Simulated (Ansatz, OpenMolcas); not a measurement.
# How methods differ on BN (boron nitride)

BN: 2 atoms, total charge 0, spin state triplet. SMILES: `B#N`. Geometry: relaxed at GFN2-xTB.

```xyz
2

B     0.0000    0.0000    0.0000
N     0.0000    0.0000    1.2684
```

Each level gives the vertical ionisation energy (to the doublet cation) (eV). The values are calculated.

```json
{"level": "UHF/6-31G", "kind": "Hartree–Fock", "program": "Ansatz", "value (eV)": "10.60", "CPU time (all runs)": "0.22 s"}
{"level": "USVWN5/6-31G", "kind": "LDA", "program": "Ansatz", "value (eV)": "11.98", "CPU time (all runs)": "0.9 s"}
{"level": "U-r2SCAN/6-31G", "kind": "meta-GGA", "program": "Ansatz", "value (eV)": "12.11", "CPU time (all runs)": "3.8 s"}
{"level": "UB3LYP/6-31G", "kind": "global hybrid", "program": "Ansatz", "value (eV)": "12.14", "CPU time (all runs)": "1.3 s"}
{"level": "U-wB97X/6-31G", "kind": "range-separated hybrid", "program": "Ansatz", "value (eV)": "12.21", "CPU time (all runs)": "7.4 s"}
{"level": "UHSE06/6-31G", "kind": "range-separated hybrid", "program": "Ansatz", "value (eV)": "12.12", "CPU time (all runs)": "1.3 s"}
{"level": "UB2PLYP/6-31G", "kind": "double hybrid", "program": "Ansatz", "value (eV)": "12.17", "CPU time (all runs)": "1.9 s"}
{"level": "UMP2/6-31G", "kind": "perturbation theory", "program": "Ansatz", "value (eV)": "11.88", "CPU time (all runs)": "0.31 s"}
{"level": "UCCSDT/6-31G", "kind": "coupled cluster or CI", "program": "Ansatz", "value (eV)": "11.37", "CPU time (all runs)": "1.6 s"}
{"level": "FCI/STO-3G", "kind": "exact in the basis", "program": "OpenMolcas", "value (eV)": "9.09", "CPU time (all runs)": "3.3 s"}
```

The values span 9.09 to 12.21 eV. Spin contamination of the reference (⟨S²⟩ at least 0.1 too high) touches UHF/6-31G, USVWN5/6-31G, U-r2SCAN/6-31G, UB3LYP/6-31G, U-wB97X/6-31G, UHSE06/6-31G, UB2PLYP/6-31G, UMP2/6-31G, UCCSDT/6-31G. The coupled-cluster rows rest on a doubtful reference here (large T1 or Brueckner and Hartree–Fock orbitals at odds), and rows may lie in different states. All rows use very small basis sets, so none should be taken for the real molecule's value. In so small a basis fixed costs decide the times, and correlated methods can beat functionals. CPU times are rough (shared hosts, several kinds of processor and program).
